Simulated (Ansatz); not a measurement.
**C6H8: a ladder of functionals and wavefunction methods**

One table from this session's results is given with a row withheld; the runs are named, their logs left out.

Computed with Ansatz 0.2.0, Gaussian basis. Level: functionals in def2-TZVPP, the program's frozen cores in correlated methods.

Levels to be run: LDA (SPW92), PBE-D4, revPBE-D4, BLYP-D4, r2SCAN-D4, B97M-V, PBE0-D4, B3LYP-D4, r2SCANh-D4, r2SCAN0-D4, HSE06-D4, BHLYP-D4, CAM-B3LYP-D4, LC-ωPBE, ωB97X-V, ωB97M-V, B2PLYP, PBE-QIDH; CCSD(T)/def2-SVP; CCSD(T)/def2-TZVPP; MP2/def2-QZVPP; extrapolation to the limit; RPA on PBE.

**The geometry**

All runs share one geometry, relaxed beforehand with PBE0-D4 in a triple-zeta def2 set.

SMILES `C1=CCC=CC1`, 14 atoms, charge 0, spin multiplicity 1.

Atoms are counted from 1 here; the program's logs count them from 0.

Bond lengths: C1–C2 1.327 Å, C1–C6 1.493 Å, C1–H7 1.086 Å, C2–C3 1.493 Å, C2–H8 1.086 Å, C3–C4 1.493 Å, C3–H9 1.100 Å, C3–H10 1.099 Å, C4–C5 1.327 Å, C4–H11 1.086 Å, C5–C6 1.493 Å, C5–H12 1.086 Å, C6–H13 1.100 Å, C6–H14 1.099 Å. Angles: C2–C1–C6 123.6°, C2–C1–H7 119.4°, C6–C1–H7 117.0°, C1–C2–C3 123.6°, C1–C2–H8 119.4°, C3–C2–H8 117.0°, C2–C3–C4 112.9°, C2–C3–H9 109.8°, C2–C3–H10 109.8°, C4–C3–H9 109.8°, C4–C3–H10 109.8°, H9–C3–H10 104.3°, C3–C4–C5 123.6°, C3–C4–H11 117.0°, C5–C4–H11 119.4°, C4–C5–C6 123.6°, C4–C5–H12 119.4°, C6–C5–H12 117.0° and more.

Set-up of the first run:

in.yaml reads:

```yaml
crystal:
  periodic: [false, false, false]
  atoms:
    - {symbol: C, position_ang: [-0.854419, -0.993448, 0.521381]}
    - {symbol: C, position_ang: [0.448372, -1.111863, 0.742654]}
    - {symbol: C, position_ang: [1.461938, -0.131777, 0.250133]}
    - {symbol: C, position_ang: [0.854779, 0.991480, -0.524536]}
    - {symbol: C, position_ang: [-0.448011, 1.109889, -0.745819]}
    - {symbol: C, position_ang: [-1.462340, 0.134011, -0.246558]}
    - {symbol: H, position_ang: [-1.532791, -1.746906, 0.911491]}
    - {symbol: H, position_ang: [0.818345, -1.960555, 1.310912]}
    - {symbol: H, position_ang: [2.036732, 0.267927, 1.097932]}
    - {symbol: H, position_ang: [2.211260, -0.648191, -0.366722]}
    - {symbol: H, position_ang: [1.533717, 1.741815, -0.919648]}
    - {symbol: H, position_ang: [-0.817428, 1.955505, -1.319002]}
    - {symbol: H, position_ang: [-2.203643, 0.653335, 0.377692]}
    - {symbol: H, position_ang: [-2.046492, -0.261211, -1.089910]}
basis:
  gaussian: {orbitals: def2-TZVPP}
hamiltonian: {xc: lda}
output: {orbitals: {seedname: orbitals}}
```

Started as:

```bash
$ ansatz run in.yaml --threads 4 --pin off --events-out ev --progress --plain --max-ram 10444MiB
```

Steps of the session up to this table: LDA; PBE-D4 (GGA); revPBE-D4 (GGA); BLYP-D4 (GGA); r2SCAN-D4 (meta-GGA); B97M-V (meta-GGA); B3LYP-D4 (hybrid); r2SCANh-D4 (hybrid); r2SCAN0-D4 (hybrid); HSE06-D4 (hybrid); BHLYP-D4 (hybrid); CAM-B3LYP-D4 (range-separated); LC-ωPBE (range-separated); ωB97X-V (range-separated); ωB97M-V (range-separated); B2PLYP (double hybrid); PBE-QIDH (double hybrid).

One table of the session follows, with a row left open; its other results are not shown here.

It belongs to the step «Frontier levels by functional». 

| functional | HOMO (eV) | gap (eV) |
| --- | --- | --- |
| LDA (SPW92) | -5.64 | 4.69 |
| PBE-D4 | -5.53 | 4.83 |
| revPBE-D4 | ? | ? |
| BLYP-D4 | -5.40 | 4.85 |
| r2SCAN-D4 | -5.70 | 5.25 |
| B97M-V | -5.74 | 5.37 |
| PBE0-D4 | -6.62 | 6.97 |
| B3LYP-D4 | -6.43 | 6.56 |
| r2SCANh-D4 | -6.11 | 6.04 |
| r2SCAN0-D4 | -6.74 | 7.22 |
| HSE06-D4 | -6.22 | 6.18 |
| BHLYP-D4 | -7.60 | 9.11 |
| CAM-B3LYP-D4 | -7.92 | 9.45 |
| LC-ωPBE | -9.25 | 11.96 |
| ωB97X-V | -8.90 | 11.52 |
| ωB97M-V | -8.81 | 11.28 |

Estimate the missing values for revPBE-D4.

As computed: HOMO (eV): -5.48; gap (eV): 4.88. In the column «HOMO (eV)» it lies between PBE-D4 (-5.53) and BLYP-D4 (-5.40).
